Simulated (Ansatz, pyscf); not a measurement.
H₂C=C•–OH → ketene (H₂C=C=O) + H atom (H•), a bond scission on the doublet surface: H–O broken, none formed. Single points on ωB97X-D3(BJ)/def2-SVP structures (PySCF, gas phase). Wave-function energies: Ansatz (an electronic-structure program), frozen core, RHF or UHF references. In kJ/mol, from the reactant's lowest minimum found.

```json
[
 {"level": "ωB97X-D3(BJ)/def2-TZVP", "barrier": "147.57", "reaction energy": "+70.43"},
 {"level": "PBE/def2-TZVP", "barrier": "103.82", "reaction energy": "+62.97"},
 {"level": "CCSD(T)/cc-pV(D+d)Z", "barrier": "144.72", "reaction energy": "+57.97"},
 {"level": "CCSDT(Q)/cc-pV(D+d)Z", "barrier": "…", "reaction energy": "…"},
 {"level": "CCSD(T)/cc-pV(T+d)Z", "barrier": "151.74", "reaction energy": "+74.24"},
 {"level": "CCSD(T)/cc-pV(Q+d)Z", "barrier": "…", "reaction energy": "+76.54"}
]
```

Task: Some entries are withheld; supply them.

Result: 
- CCSDT(Q)/cc-pV(D+d)Z, barrier: 143.70
- CCSDT(Q)/cc-pV(D+d)Z, reaction energy: +58.72
- CCSD(T)/cc-pV(Q+d)Z, barrier: 152.30

In cc-pV(D+d)Z, going from CCSD(T) to CCSDT(Q) shifts the barrier by -1.01 and the reaction energy by +0.75 kJ/mol. With HF in the quadruple-zeta basis and the correlation energy extrapolated as X⁻³ from X = 3, 4, CCSD(T) gives 152.42 and +77.81; adding the double-zeta shift gives ΔE‡ = 151.41 and ΔE = +78.56 kJ/mol, without core correlation, relativity or geometry relaxation at these levels. On the reactant side the descent ends in a point that may be a rotor saddle (no frequency run), 13.34 kJ/mol over the lowest minimum found and 134.24 kJ/mol under the saddle at ωB97X-D3(BJ)/def2-TZVP. This saddle turned up in a search for another step; its sides and bond changes are read from the two ends of the descent. H₂C=C•–OH lies 132.52 kJ/mol over its isomer H₃C–C•=O (electronic energy, ωB97M-D3(BJ)/def2-TZVP). This is the saddle that the search found; another between the same sides may lie lower. A UHF reference is spin-contaminated (<S²> up to 0.91), which harms MP2 most.
